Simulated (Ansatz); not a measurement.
# AlB− (sextet): wave-function methods side by side, aug-cc-pVDZ

Aim: climb from Hartree-Fock through coupled cluster and multireference methods for AlB− (sextet) at one geometry and basis, and see what each rung misses.

Computed with Ansatz 0.2.0, Gaussian basis. Level: aug-cc-pVDZ, core rule «outside noble gas», up to 6 orbitals frozen.

To be run: UHF; CCSD(T) on ROHF; CCSD(T) on UHF; BCCD(T) on ROHF; CISD; CCSDT(Q) on ROHF; CCSDT(Q) on UHF; CCSDTQ on ROHF; CCSDTQ on UHF; CASSCF and MRCISD+Q, 7 electrons in 8 orbitals; CASSCF and NEVPT2, 7 electrons in 8 orbitals.

5 further runs of the same task are left out: 2 that didn't finish, 3 set aside as unsound or not needed.

### Step 1. The geometry

The geometry is a PBE0/def2-TZVPD stationary point (not a proven minimum) of the parent state, kept for this charge and spin.

2 atoms, charge -1, spin multiplicity 6.

Atoms are counted from 1 here; the program's logs count them from 0.

Bond lengths: B1–Al2 2.064 Å.

### Step 2. UHF

in.yaml

```yaml
crystal:
  periodic: [false, false, false]
  atoms:
    - {symbol: B, position_ang: [0.000000, 0.000000, 0.000000]}
    - {symbol: Al, position_ang: [0.000000, 0.000000, 2.064300]}
basis:
  gaussian: {orbitals: aug-cc-pVDZ}
total_charge: -1
magnetization: {spin_polarized: true, initial_magnetization: 5}
hamiltonian: {xc: hf}
output: {orbitals: {seedname: orbitals}}
```

Started as:

```
ansatz run in.yaml --threads 1 --pin off --events-out ev --progress --plain --max-ram 3956MiB --backend cpu
```

Further steps of the session: CCSD(T) on ROHF; CCSD(T) on UHF; BCCD(T) on ROHF; CISD; CCSDT(Q) on ROHF; CCSDT(Q) on UHF; CCSDTQ on ROHF; CCSDTQ on UHF; CASSCF and MRCISD+Q, 7 electrons in 8 orbitals; CASSCF and NEVPT2, 7 electrons in 8 orbitals.

Before running them: what should the planned runs give, taken together? Wanted: UCCSDTQ below the RHF energy; RMP2 from UCCSDTQ; UMP2 from UCCSDTQ; RCCSD from UCCSDTQ; RCCSD(T) from UCCSDTQ; UCCSD(T) from UCCSDTQ; RCCSDT(Q) from UCCSDTQ; UCCSDT(Q) from UCCSDTQ; NEVPT2 valence from UCCSDTQ.

**Answer**, as computed:

```
                         quantity                                                            value
     UCCSDTQ below the RHF energy                                                       -3.0011 eV
                RMP2 from UCCSDTQ                                                     +76.8 kJ/mol
                UMP2 from UCCSDTQ                                                     +76.3 kJ/mol
               RCCSD from UCCSDTQ                                                     +19.3 kJ/mol
            RCCSD(T) from UCCSDTQ                                                      +5.3 kJ/mol
            UCCSD(T) from UCCSDTQ                                                      +5.2 kJ/mol
           RCCSDT(Q) from UCCSDTQ                                                      +0.2 kJ/mol
           UCCSDT(Q) from UCCSDTQ                                                      +0.1 kJ/mol
      NEVPT2 valence from UCCSDTQ                                                     +64.8 kJ/mol
    MRCISD+Q valence from UCCSDTQ                                                      +2.5 kJ/mol
levels within 1 kcal/mol (43 meV)  RCCSDT, UCCSDT, RCCSDT(Q), UCCSDT(Q), RCCSDTQ, MRCISD+Q valence
                    T1 diagnostic                                                            0.035
   effectively unpaired electrons                                                             5.02
```

RCCSD(T) misses by +5.3 kJ/mol, 1.8 % of the correlation energy. One determinant dominates. Of the multireference levels listed MRCISD+Q valence comes nearest in total energy (+2.5 kJ/mol), which doesn't show that its space is the better one. These misses are within one basis, not against nature; the frozen cores of restricted and unrestricted runs differ, which can shift their rows.
